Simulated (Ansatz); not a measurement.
Gas-phase electronic energies from Ansatz, PBE0-D4/def2-TZVP geometries. CCSD(T)/CBS is the MP2 limit (def2-TZVPP, def2-QZVPP) plus CCSD(T) − MP2 in def2-TZVPP, frozen cores. This one scheme is used for every species. Functionals use def2-TZVPP. HSE06 is defined as in plane-wave codes. Each species was taken in one conformer, which may not be the lowest.

`OC=C(F)F` + `C=C` → `C=CC=C(F)F` + H₂O  (formal exchange of groups at a C–O bond)

```csv
level,ΔE (kJ/mol),difference from CCSD(T)/CBS
LDA (SPW92),-94.8,1.5
HSE06-D4,-93.8,2.5
revPBE,-87.2,9.1
r2SCAN0,-94.5,1.8
LC-ωPBE,-84.2,12.1
RPA@PBE/def2-TZVPP,-85.4,10.9
SCS-MP2/def2-TZVPP,-95.5,0.8
SCS-MP2/def2-QZVPP,-97.6,-1.3
HF/CBS(def2),-78.9,17.4
CCSD/CBS(def2),-93.5,2.8
CCSD(T)/CBS,-96.3,0
```

Task: What do rigid-rotor, harmonic-oscillator terms from PBE0-D4/def2-TZVP frequencies (298.15 K, 1 bar) make of the CCSD(T)/CBS value? (Best estimate.)

Result: Computed: ΔZPE = -1.7 kJ/mol, ΔH = -96.3 kJ/mol, ΔS = -9 J/(mol·K), ΔG = -93.5 kJ/mol.

Largest T1 diagnostic among the species: 0.012.

At CCSD(T), def2-SVP lies +15.6 kJ/mol from the extrapolated value and def2-TZVPP +3.5 kJ/mol. Leaving LDA and LC-ωPBE aside and taking each functional with its dispersion term where it has one, the values, not all of them listed here, spread over 12.3 kJ/mol, from PBE-QIDH to ωB97X-V. LDA lies −5.0 kJ/mol from PBE without D4. The D4 term adds −4.8 kJ/mol with B3LYP and −2.7 kJ/mol with PBE0; it sums over pairs of atoms, weighted by their polarisabilities, and B3LYP, whose exchange is more repulsive, gets the larger term.

B3LYP here is the variant with VWN-RPA as its local correlation; programs differ in this.
